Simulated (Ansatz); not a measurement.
Input file:

```yaml
crystal:
  periodic: [false, false, false]
  atoms:
    - {symbol: Al, position_ang: [0.000000, -0.105069, 0.593114]}
    - {symbol: Be, position_ang: [0.000000, 0.127685, -1.714102]}
    - {symbol: H, position_ang: [0.000000, 1.652746, 2.503429]}
    - {symbol: H, position_ang: [0.000000, 0.018176, -3.054388]}
basis:
  gaussian: {orbitals: 6-31G}
magnetization: {spin_polarized: true, initial_magnetization: 1}
correlation: {method: ccsd_t, electrons: outside_noble_gas}
output: {forces: true}
```

```sh
$ ansatz run in.yaml --threads 1 --pin off --events-out ev --progress --plain --max-ram 2393MiB
```

Question: Roughly how long does this take on 1 thread of Intel Xeon, shared host, and how much host memory?

Answer: 2.5 s wall and 0.19 GiB.

```
327 factors; integrals over basis functions are off by at most 2.0e-4 eV
mean field evaluation 1: about -7006.0979 eV, gradient 9.0e0 eV
mean field evaluation 2: about -7006.0972 eV, gradient 9.0e0 eV
mean field evaluation 4: about -7007.9613 eV, gradient 1.6e0 eV
mean field evaluation 8: about -7008.1555 eV, gradient 8.9e-1 eV
mean field evaluation 16: about -7008.3406 eV, gradient 5.5e-4 eV
mean field evaluation 32: about -7008.0004 eV, gradient 1.9e-2 eV
mean field evaluation 64: about -7008.2498 eV, gradient 2.0e-4 eV
mean field evaluation 96: about -7008.2435 eV, gradient 3.2e-1 eV
mean field evaluation 128: about -7007.0465 eV, gradient 1.4e-1 eV
mean field evaluation 160: about -7007.5649 eV, gradient 1.2e-2 eV
mean field evaluation 192: about -7007.0672 eV, gradient 2.8e-3 eV
mean field evaluation 224: about -7007.0540 eV, gradient 1.5e-2 eV
mean field evaluation 256: about -7006.6274 eV, gradient 2.7e0 eV
mean field evaluation 288: about -7007.3640 eV, gradient 6.2e-1 eV
mean field evaluation 320: about -7007.3634 eV, gradient 6.4e-1 eV
mean field evaluation 352: about -7007.3634 eV, gradient 6.4e-1 eV
mean field evaluation 384: about -7007.3518 eV, gradient 4.2e-1 eV
mean field evaluation 416: about -7007.3490 eV, gradient 5.6e-1 eV
mean field evaluation 448: about -7007.3490 eV, gradient 5.6e-1 eV
mean field evaluation 480: about -7007.0398 eV, gradient 5.6e-4 eV
mean field -7008.34063854 eV, -257.5517680423 hartree, gradient 2.2e-6 eV, S^2 1.174256; 18 other end points of the search recorded, 0 dependent functions left out
determinant -7008.34063854 eV, -257.5517680423 hartree, with singles and doubles -7010.38517632 eV, -257.6269034202 hartree
determinant -7008.24981794 eV, -257.5484304470 hartree, with singles and doubles -7010.34099520 eV, -257.6252797938 hartree
determinant -7007.95589507 eV, -257.5376289808 hartree, with singles and doubles -7009.69126647 eV, -257.6014027034 hartree
determinant -7007.56494303 eV, -257.5232617583 hartree, with singles and doubles -7009.54124278 eV, -257.5958894343 hartree
determinant -7007.06715789 eV, -257.5049684919 hartree, with singles and doubles -7008.78412731 eV, -257.5680659540 hartree
determinant -7007.05401774 eV, -257.5044856002 hartree, with singles and doubles -7008.78875904 eV, -257.5682361670 hartree
determinant -7007.03976070 eV, -257.5039616635 hartree, with singles and doubles -7008.79905222 eV, -257.5686144344 hartree
determinant -7008.34063854 eV, -257.5517680423 hartree, with singles and doubles -7010.43665891 eV, -257.6287953701 hartree
determinant -7008.24981794 eV, -257.5484304470 hartree, with singles and doubles -7010.40627426 eV, -257.6276787550 hartree
determinant -7008.00039981 eV, -257.5392644999 hartree, with singles and doubles -7010.43190411 eV, -257.6286206346 hartree
6 core orbitals not correlated: weight in the atoms' cores, before any rotation towards them, 1.000 or more for the frozen orbitals, at most 0.000 for the correlated occupied ones
reference -7008.34063854 eV, -257.5517680423 hartree; 4, 3 occupied and 16, 17 virtual orbitals, 327 factors
second order -1.15414139 eV of doubles, -0.00000000 eV of singles
cycle   1  -2.09601813 eV  change    2.2e-6 eV  update   3.7e-6
cycle   2  -2.09601342 eV  change    4.7e-6 eV  update   3.1e-6
cycle   3  -2.09600941 eV  change    4.0e-6 eV  update   1.9e-6
cycle   4  -2.09600705 eV  change    2.4e-6 eV  update   1.0e-6
cycle   5  -2.09600531 eV  change    1.7e-6 eV  update   5.7e-7
cycle   6  -2.09600418 eV  change    1.1e-6 eV  update   3.4e-7
cycle   7  -2.09600380 eV  change    3.8e-7 eV  update   2.5e-7
perturbative correction -0.05577488 eV, -0.0020496891 hartree
the calculation of the forces begins
Total energy: -7010.49241722 eV, -257.6308444504 hartree
Atom 0 at     0.000000    -0.105069     0.593114 Å, force     0.000000     0.902993     1.790410 eV/Å
Atom 1 at     0.000000     0.127685    -1.714102 Å, force     0.000000     0.179734    -0.304502 eV/Å
Atom 2 at     0.000000     1.652746     2.503429 Å, force     0.000000    -1.048473    -1.247209 eV/Å
Atom 3 at     0.000000     0.018176    -3.054388 Å, force    -0.000000    -0.034254    -0.238699 eV/Å
Dipole moment:    -0.000000    -0.172130    -0.262197 e Å
```

Forces (eV/Å):
```
Al   0.000  0.903  1.790
Be   0.000  0.180 -0.305
H    0.000 -1.048 -1.247
H    0.000 -0.034 -0.239
```

The determinant's ⟨S²⟩ is 1.17 against 0.75 for a pure state. The T1 diagnostic is 0.089.

For the same geometry and basis full CI lies 52.5 meV lower.
